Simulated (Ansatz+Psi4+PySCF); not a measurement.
A calculation with Psi4 1.11.

```
molecule {
1 2
O 0.119260 0.000000 -3.000000
H -0.477050 0.763240 -3.000000
H -0.477050 -0.763240 -3.000000
O -0.119260 0.000000 3.000000
H 0.477050 -0.763240 3.000000
H 0.477050 0.763240 3.000000
}

set basis cc-pVTZ
set reference rohf
set scf_type pk
energy('scf')
```

The input is written out from the run's settings.

Output:

```yaml
Converged: yes
Total_energy: -151.65738 hartree
Spin_squared_of_the_determinant: 0.750
Occupied_orbitals_by_symmetry_in_an_Abelian_subgroup_alpha;_beta: 4 Ag 1 Bg 1 Au 4 Bu; 4 Ag 1 Bg 1 Au 3 Bu
```

This is not the lowest solution: another run reaches a determinant 1.41 eV lower. Caution: an unrestricted determinant lies well below.
